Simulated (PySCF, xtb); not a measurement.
Homolysis of single bonds, series HO-X. Gas-phase values, no solvent. One relaxed conformer stands for each flexible species; it need not be the lowest. Strings in code marks are SMILES. Quantity: homolytic bond dissociation enthalpy at 298 K (no spin–orbit term). Enthalpy corrections at 298 K come from GFN2-xTB frequencies (xtb). Level 1: PBE-D3(BJ)/def2-TZVP // B3LYP-D3(BJ)/def2-TZVP (PySCF). Level 2: B3LYP-D3(BJ)/def2-TZVP (PySCF). B3LYP has the VWN-RPA correlation part, as in Gaussian.

```json
[
 {"case": "O–S bond of `OS` (H–O–S–H torsion 91°), giving `[OH]` and `[SH]`", "level 1 (kcal/mol)": "76.1", "level 2 (kcal/mol)": "67.9"},
 {"case": "C–C bond of `CCO` (C–C–O–H torsion 59°), giving `[CH2]O` (H–C–O–H torsion 21°) and `[CH3]`", "level 1 (kcal/mol)": "85.0", "level 2 (kcal/mol)": "81.7"},
 {"case": "C–Si bond of `C[Si](C)(C)O` (C–Si–O–H torsion 60°), giving `C[Si](C)O` (C–Si–O–H torsion 177°) and `[CH3]`", "level 1 (kcal/mol)": "89.0", "level 2 (kcal/mol)": "88.4"},
 {"case": "C–O bond of `CO`, giving `[CH3]` and `[OH]`", "level 1 (kcal/mol)": "95.0", "level 2 (kcal/mol)": "withheld"},
 {"case": "C–O bond of `CCO` (C–C–O–H torsion 59°), giving `[CH2]C` and `[OH]`", "level 1 (kcal/mol)": "95.4", "level 2 (kcal/mol)": "89.3"},
 {"case": "C–O bond of `O=CO` (O–C–O–H torsion 0°), giving `[CH]=O` and `[OH]`", "level 1 (kcal/mol)": "113.9", "level 2 (kcal/mol)": "106.8"},
 {"case": "C–O bond of `N#CO`, giving `[C]#N` and `[OH]`", "level 1 (kcal/mol)": "124.9", "level 2 (kcal/mol)": "120.2"},
 {"case": "Si–O bond of `C[Si](C)(C)O` (C–Si–O–H torsion 60°), giving `C[Si](C)C` and `[OH]`", "level 1 (kcal/mol)": "126.9", "level 2 (kcal/mol)": "125.9"}
]
```

Q: Fit level 2 = a + b·x to the 7 complete rows by least squares, with x = level 1 in kcal/mol. Give a, b and the rms residual, and predict the withheld value.

A: Means of the 7 rows: x̄ = 101.6, ȳ = 97.171 kcal/mol. Σ(x − x̄)² = 2457.3 and Σ(x − x̄)(y − ȳ) = 2544.4, so b = 1.035 and a = ȳ − b·x̄ = -7.98 kcal/mol. The rms residual is 2.64 kcal/mol. At x = 95 the line gives 90.3 kcal/mol. The run for C–O bond of `CO`, giving `[CH3]` and `[OH]` gave 88.6 kcal/mol, so the line is off by 1.7 kcal/mol, within twice the rms residual.

Codes: PySCF, xtb.
